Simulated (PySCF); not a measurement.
Gas-phase reaction: 2 SiCl2F2 → SiCl2 + 2 Cl + SiF4

Method: PySCF energies plus ideal-gas RRHO corrections (1 bar). † marks an energy on the PBE0/def2-TZVP geometry and frequencies; other levels use their own. MP2 freezes the core. 6-31G* has spherical d functions here. Open shells (unrestricted): Cl (multiplicity 2); the rest are closed-shell singlets. Spin-orbit splitting is ignored; it lowers the true energy and changes the entropy of Cl. MP2 isn't extrapolated to the basis-set limit.

| level | ΔH°(298 K), kJ |
|---|---|
| HF/6-31G* | 540 |
| HF/def2-TZVP† | 572 |
| MP2/def2-SVP† | (withheld) |
| PBE/def2-SVP | 725 |
| PBE/def2-TZVP† | 728 |
| PBE0/def2-QZVP† | 731 |
| PBE0/def2-TZVP | 733 |
| r2SCAN/def2-TZVP† | 756 |
| LDA/def2-TZVP† | (withheld) |
| ωB97M-V/def2-TZVP† | (withheld) |
| ωB97X-V/def2-TZVP† | (withheld) |

Problem. What belongs in the gaps?

Solution. 
- MP2/def2-SVP†, ΔH°(298 K), kJ: 706
- LDA/def2-TZVP†, ΔH°(298 K), kJ: 842
- ωB97M-V/def2-TZVP†, ΔH°(298 K), kJ: 740
- ωB97X-V/def2-TZVP†, ΔH°(298 K), kJ: 750
